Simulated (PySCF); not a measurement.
One of the candidates below gave these computed data.

All candidates are CHNS.

| technique | computed result |
| --- | --- |
| UV, strongest line | among the 8 lowest singlet transitions: S6 at 8.67 eV (143 nm, f = 0.148) [TDDFT wB97X-D/def2-SVPD] |
| UV, first state | lowest singlet excitation: 5.69 eV (218 nm, f = 0.000) [TDDFT wB97X-D/def2-SVPD] |
| Triplet | lowest triplet excitation (Tamm–Dancoff): 5.33 eV [TDA wB97X-D/def2-SVPD] |
| Rotational structure | rotational constants A, B, C: 291.166, 5.907, 5.789 GHz [GFN2-xTB] |
| Polarisability | 35.8 au [wB97X-D/def2-SVPD] |
| Dipole | 3.47 D [wB97X-D/def2-SVPD] |

The electronic properties come from PySCF, for the isolated species, density fitting. Levels stand in brackets. Geometry: GFN2-xTB; no solvent, vibrations or thermal averaging.

Question: Which candidate is it?
A. `N#CS` (thiocyanic acid)
B. `[C-]#[N+]S` (isothiofulminic acid)
C. `N=C=S` (isothiocyanic acid)

Answer: A. It is `N#CS` (thiocyanic acid). Numbering: `[N:1]#[C:2][SH:3]`. Its formula, CHNS, gives 2 degrees of unsaturation: 0 rings and 2 π bonds in the structure found. The optimised geometry has point group Cs and is an asymmetric top.

The others, at the same levels:
- `N=C=S` fails: its computed lowest singlet excitation is 4.61 eV (269 nm, f = 0.000) (against 5.69 eV), lowest triplet excitation (Tamm–Dancoff) is 4.33 eV (against 5.33 eV) and strongest line among the 8 lowest singlet transitions is S6 at 7.79 eV (159 nm, f = 0.745) (against S6 at 8.67 eV).
- `[C-]#[N+]S` fails: its computed lowest singlet excitation is 5.14 eV (241 nm, f = 0.000) (against 5.69 eV), lowest triplet excitation (Tamm–Dancoff) is 4.58 eV (against 5.33 eV) and strongest line among the 8 lowest singlet transitions is S6 at 8.09 eV (153 nm, f = 0.095) (against S6 at 8.67 eV).
